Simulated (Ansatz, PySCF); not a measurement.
Gas-phase enthalpy of formation at 298 K, by the atomisation route, of [PH2] (PH2) (SMILES; PH2). Geometries: B3LYP-D3(BJ)/def2-TZVP minima from Ansatz (a quantum-chemistry and plane-wave program). Valence correlation only, unless marked. UHF or UKS for open shells. Spin-orbit coupling is left out. Non-relativistic. CBS marks a two-point X^-3 extrapolation of the correlation energy; Hartree-Fock from the larger set (for Q and 5 zeta extrapolated as (X+1)exp(-9√X)). Thermal terms are rigid-rotor harmonic-oscillator values from B3LYP-D3(BJ) frequencies (PySCF) at 298.15 K and 1 atm. 1 Eh = 627.5095 kcal/mol.

| species | count | E, CCSD(T)/CBS(cc-pV(Q+d)Z,cc-pV(5+d)Z) (Ansatz) (Eh) | E, PBE/def2-TZVPD (Ansatz) (Eh) | measured ΔHf at 0 K (kcal/mol) | H(298) - H(0) of the element (kcal/mol) |
|---|---|---|---|---|---|
| [PH2] (PH2) | 1 | -342.07764 | -342.34881 | - | - |
| H atom | 2 | -0.50000 | -0.49962 | 51.63 | 1.01 |
| P atom | 1 | -340.83211 | -341.10318 | 75.42 | 1.28 |

Molecule: zero-point energy 8.38, H(298) - H(0) 2.38 kcal/mol. The route leaves out scalar relativity and anharmonic zero-point terms, and in the frozen-core level the core correlation. Atomic data: G2/97 table in ASE.

Q: Work out De, D0 and ΔHf at 0 and 298 K at both levels, and their errors against the measured value.

A: 
The atoms' values sum to 178.68 (0 K) and 3.30 (thermal), in kcal/mol.
- CCSD(T)/CBS(cc-pV(Q+d)Z,cc-pV(5+d)Z): De = 154.07; D0 = 154.07 - 8.38 = 145.69; ΔHf(0 K) = 178.68 - 145.69 = 32.99; ΔHf(298 K) = 32.99 + 2.38 - 3.30 = 32.07; error -1.0.
- PBE/def2-TZVPD: De = 154.61; D0 = 154.61 - 8.38 = 146.23; ΔHf(0 K) = 178.68 - 146.23 = 32.45; ΔHf(298 K) = 32.45 + 2.38 - 3.30 = 31.53; error -1.6.
Measured: 33.1 kcal/mol (G2/97 table in ASE (Curtiss et al.)). This is an older compilation, not checked against later work.
